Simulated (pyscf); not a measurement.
F–GeH₃ (SMILES [F][GeH3]) + H₂O (SMILES O) → HO–GeH₃ (SMILES [OH][GeH3]) + HF (SMILES F), a four-centre exchange (singlet surface; F–Ge, H–O broken, Ge–O, F–H formed). Optimised with ωB97X-D3(BJ)/def2-SVP in PySCF. MP2 and CC: frozen core, UHF for open shells. ΔMP2 is the change of the MP2 total energy from the triple- to the quadruple-zeta basis. Energies in kJ/mol from the separated reactants.

Small-basis levels: PySCF, no dispersion term, spherical d functions. 

Task: In single points SVWN5/6-31G*+LANL2DZ puts the saddle at -11.5 kJ/mol and the reaction energy at +48.6 kJ/mol. Should these be trusted to within a few kcal/mol? Compare with CCSD(T)/def2-TZVPP + ΔMP2(QZVPP).

Result: CCSD(T)/def2-TZVPP + ΔMP2(QZVPP) gives ΔE‡ = 92.9 kJ/mol and ΔE = +32.7 kJ/mol. SVWN5/6-31G*+LANL2DZ lies 104.4 kJ/mol under it in the barrier and 15.8 kJ/mol over it in the reaction energy, so on this step it does not hold to within 12.6 kJ/mol. At SVWN5/6-31G*+LANL2DZ this geometry lies under one side, so its ΔE‡ may be no barrier of that level. CCSD(T)/def2-TZVPP + ΔMP2(QZVPP) has limits of its own. On the reactant side the descent ends in a complex, 21.8 kJ/mol under the separated species and 103.8 kJ/mol under the saddle at ωB97X-D3(BJ)/def2-TZVP. On the product side the descent ends in a bound adduct, 41.6 kJ/mol under the separated species and 87.1 kJ/mol under the saddle at ωB97X-D3(BJ)/def2-TZVP. At ωB97X-D3(BJ) the barrier from the zero used here is 82.0 kJ/mol. One saddle was located; it need not be the lowest between these sides. The CCSD(T) − MP2 part came from Ansatz, without density fitting, on the same reference. The frozen core leaves the outer d or s,p core shells of the metals and heavy elements correlated in the MP2 and CC values, and def2-TZVPP describes them poorly, which can shift differences by a few kcal/mol. In the def2 sets elements up to Kr have no core potential.
